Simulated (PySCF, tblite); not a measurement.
# C₂H₃NO, a complex of two parts: NMR shifts, interaction energy, infrared bands, spin-spin couplings and core binding energies

An exercise on one series of results from a longer session: the logs are not shown, and one member is left open.

Computed with tblite 0.8.0 and PySCF 2.14.0; each step states its level. No surroundings beyond the atoms listed, unless a continuum is named. Atoms count from 0, parts from 1.

## The system as given

7 atoms, charge 0, multiplicity 1; geometry: rigid parts in contact. Parts: 1 = atoms 0–2, `C#N`, charge 0; 2 = atoms 3–6, `C=O`, charge 0.

Set-up of the first run:

Job settings and geometry (Å):

```
{"job": {"kind": "dock", "xc": "GFN2-xTB", "basis": "xTB"}, "charge": 0, "multiplicity": 1, "parts": [{"atoms": "0-2", "charge": 0, "multiplicity": 1}, {"atoms": "3-6", "charge": 0, "multiplicity": 1}]}
C     -0.026380     0.000153     0.000619
N      1.110966    -0.006282    -0.024379
H     -1.084586     0.006129     0.023760
C     -3.386329     1.146425    -0.836645
O     -3.196260     0.278465    -0.041923
H     -2.871651     2.120995    -0.791678
H     -4.091910     1.042115    -1.678063
```

With the program's defaults for keys left out, this is: GFN2-xTB search for minima from random contacts, gas phase.

On the command line:

```bash
> OMP_NUM_THREADS=1 python cluster_run.py task.json out
```

This one command runs all jobs of the session in turn.

Steps of the session up to this table: Search for minima with GFN2-xTB; Relaxing the molecule at PBE0-D3(BJ)/def2-TZVPD; NMR shieldings: PBE0/pcSseg-2; Coupled-cluster interaction energy: CCSD(T) and MP2.

One table of the session follows, with a row left open; its other results are not shown here.

It belongs to the step «Coupled-cluster interaction energy: CCSD(T) and MP2». 

| method | interaction energy (kcal/mol) |
| --- | --- |
| HF/aug-cc-pVDZ | -4.13 |
| MP2/aug-cc-pVDZ | -4.05 |
| CCSD/aug-cc-pVDZ | -3.89 |
| CCSD(T)/aug-cc-pVDZ | -4.01 |
| HF/aug-cc-pVQZ | ? |
| MP2/aug-cc-pVQZ | -4.52 |
| SCS-MP2/aug-cc-pVQZ | -4.07 |
| MP2, extrapolated | -4.61 |
| CCSD(T), limit estimate | -4.57 |

Q: Estimate the row for HF/aug-cc-pVQZ from the others.

As computed: interaction energy (kcal/mol): -4.15. In the column «interaction energy (kcal/mol)» it lies between MP2/aug-cc-pVQZ (-4.52) and HF/aug-cc-pVDZ (-4.13).
